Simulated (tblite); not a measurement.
Compound: P2H4.
Atom-mapped SMILES: `[PH2:1][PH2:2]` (hydrogens: H3, H4 on P1; H5, H6 on P2)

Structure used (GFN2-xTB), in Å, numbered top down from 1:
```
atom  x, y, z in Å
P1     0.497    0.903   -0.316
P2    -0.496   -0.905    0.305
H3     1.356    0.921    0.783
H4     1.436    0.232   -1.100
H5    -1.362   -0.918   -0.789
H6    -1.427   -0.231    1.096
```

Computed with GFN2-xTB (tblite): harmonic, unscaled wavenumbers at the GFN2-xTB geometry, gas phase. This tight-binding method is rough: wavenumbers can miss measured ones by several per cent, in bad cases by 10 to 20. Modes of hydrogen on phosphorus can be 10 to 20 % off. One conformer, not necessarily the lowest.

Harmonic wavenumbers (cm⁻¹): 179.6, 515.8, 627.2, 646.0, 873.5, 885.1, 1108.5, 1133.3, 2223.6, 2255.9, 2301.5, 2313.7.

A = 67080, B = 6230, C = 6185 MHz; mass 65.979 u (most abundant isotopes); point group C2h, symmetry number 2.

Problem. What is the zero-point energy?

Solution. ½Σν̃ = 7532 cm⁻¹ = 90.10 kJ/mol.

Problem. What is S at 273.15 K and 1 bar for an ideal gas of classical rigid rotors and harmonic oscillators?

Solution. Translation 159.28, rotation 86.64, vibration 15.10: S = 261.0 J/(mol K).

Problem. And Cp and H(273.15 K) − H(0)?

Solution. Cp = 57.82 J/(mol K), of which vibrations give 24.56 (their classical limit is 12 R = 99.8); H(273.15 K) − H(0) = 11.72 kJ/mol without the zero-point energy, 2.63 from vibrations.

Problem. How do the functions run with temperature in this model?

Solution. 
| T (K) | S (J/(mol K)) | Cp (J/(mol K)) | H − H(0) (kJ/mol) | G − H(0) (kJ/mol) | ln q(vib) |
| --- | --- | --- | --- | --- | --- |
| 150 | 231.4 | 42.9 | 5.54 | -29.17 | 0.21 |
| 250 | 256.0 | 54.9 | 10.41 | -53.59 | 0.56 |
| 298.15 | 266.2 | 60.8 | 13.20 | -66.17 | 0.76 |
| 400 | 285.7 | 71.8 | 19.98 | -94.30 | 1.25 |
| 600 | 318.0 | 87.8 | 36.03 | -154.78 | 2.30 |
| 900 | 356.9 | 103.8 | 64.98 | -256.25 | 3.90 |

q(vib) and H(0) count from the zero-point level.

Problem. Which modes carry the vibrational entropy at 273.15 K?

Solution. 179.6 cm⁻¹: 9.08; 515.8 cm⁻¹: 2.17; 627.2 cm⁻¹: 1.36; 646.0 cm⁻¹: 1.26; 873.5 cm⁻¹: 0.47; 885.1 cm⁻¹: 0.45 J/(mol K); the other 6 give 0.32 together.

Problem. What must be added to the electronic energy to get the Gibbs energy at 273.15 K and 1 bar?

Solution. ZPE + [H(273.15 K) − H(0)] − T·S = 90.10 + 11.72 − 71.30 = 30.52 kJ/mol.

Hindered rotation and anharmonicity are outside this model. Other conformers, if any are populated, would add a mixing term that is left out.
